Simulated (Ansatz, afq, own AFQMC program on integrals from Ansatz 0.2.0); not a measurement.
Two steps: Ansatz 0.2.0 writes the Fock matrix and Cholesky factors of the valence space, and afq projects on them the lowest state that overlaps trial and start.

```yaml
crystal:
  periodic: [false, false, false]
  atoms:
    - {symbol: Cl, position_ang: [0.000000, 0.000000, -1.537600]}
    - {symbol: H, position_ang: [0.000000, 0.000000, -0.258800]}
    - {symbol: Cl, position_ang: [0.000000, 0.000000, 1.796400]}
basis:
  gaussian: {orbitals: cc-pVTZ}
magnetization: {spin_polarized: true, initial_magnetization: 1}
correlation: {method: ccsd_t, electrons: outside_noble_gas, hamiltonian_folder: ham}
```

```sh
$ ansatz run in.yaml --threads 1 --pin off --events-out ev --progress --plain --max-ram 16896MiB --backend cuda --devices 0, --max-vram 18GiB
```

Options of the walk:

```
--method phaseless --trial cisd --walkers 2500 --populations 20 --least-time 60 --time-step 0.005 --steps-per-block 50 --equilibration-blocks 28 --max-blocks 4000 --target-error 0.00023 --factor-cut 1e-05 --start spin_pure --seed 2530 --release-times 0.24,0.51,0.99,1.5 --release-step 0.03 --release-every 4 --taylor-order 6
```

Times are imaginary, in 1/Eh. The walk had a cap of 244 s. With eight or more populations the least sampling time is a fifth of least-time, and the error comes from their spread.

afq prints:

```
orbitals 72  electrons 8 7  factors 458 of 475
reference energy -919.58384962 Eh
CCSD correlation -0.40798303 Eh in 12 cycles, weight of the determinant in the CISD state 0.8607
energy of the start -919.991338 Eh
 block  time / (1/Eh)  mean weight  energy / Eh
     1     0.250  0.9998  -919.984316
     2     0.500  0.9997  -919.990648
     3     0.750  0.9996  -919.997001
     4     1.000  0.9999  -920.000693
     5     1.250  1.0003  -920.002998
     8     2.000  0.9997  -920.005897
    11     2.750  0.9998  -920.006767
    14     3.500  1.0000  -920.008313
    17     4.250  0.9998  -920.007523
    20     5.000  1.0002  -920.006309
    23     5.750  0.9996  -920.006243
    26     6.500  1.0003  -920.006344
    29     7.250  0.9996  -920.006685
    32     8.000  1.0002  -920.006431
    35     8.750  0.9994  -920.006549
    38     9.500  0.9999  -920.005929
    41    10.250  1.0004  -920.007708
    44    11.000  1.0000  -920.006312
    47    11.750  1.0006  -920.005620
    50    12.500  1.0000  -920.007646
    53    13.250  0.9996  -920.006691
    56    14.000  0.9995  -920.007427
    59    14.750  0.9997  -920.005310
    62    15.500  0.9995  -920.007370
    65    16.250  0.9998  -920.006757
    68    17.000  0.9997  -920.007834
    71    17.750  0.9991  -920.005703
    72    18.000  1.0004  -920.005136
    74    18.500  0.9998  -920.006361
    76    19.000  0.9999  -920.008796
    77    19.250  1.0001  -920.006981
    78    19.500  1.0004  -920.007018
error from the spread of 20 populations
released: time / (1/Eh)  energy / Eh  error  mean overlap
  0.24  -920.006949  0.000235  1.0004
  0.51  -920.007655  0.000267  0.9902
  0.99  -920.007901  0.000318  0.9768
  1.50  -920.007645  0.000415  0.9744
energy -920.006913 +/- 0.000214 Eh
(rows thinned)
```

The run passed its tests (sampling time, drift between the halves within three errors, error under three times the target), which doesn't prove that it has relaxed.

Against this walk (error 5.8 meV) on the same determinant: CCSD(T) 28.8 meV higher, CCSDT(Q) 15.5 meV lower. The error is statistical and leaves out the bias of the constraint. Released to 1.50 1/Eh the energy moves by -20 ± 13 meV (both errors), within twice the noise.

Cautions: constraint bias not in the error.

The walk took 60 s on 1 × NVIDIA H100 80GB HBM3 with 2 threads of AMD EPYC 7R13 Processor (Zen 3), with other jobs on the host (the card was shared). The log's last line is the phaseless energy.

CCSDT and higher add their correlation energy to the determinant of the CCSD(T) run, since their own runs factorise the integrals more tightly (a shift of under 2 meV). A walk keeps the symmetry of its determinant, which the program's search chose and which needn't be the lowest solution, so a lower state of the same spin and another symmetry isn't excluded.
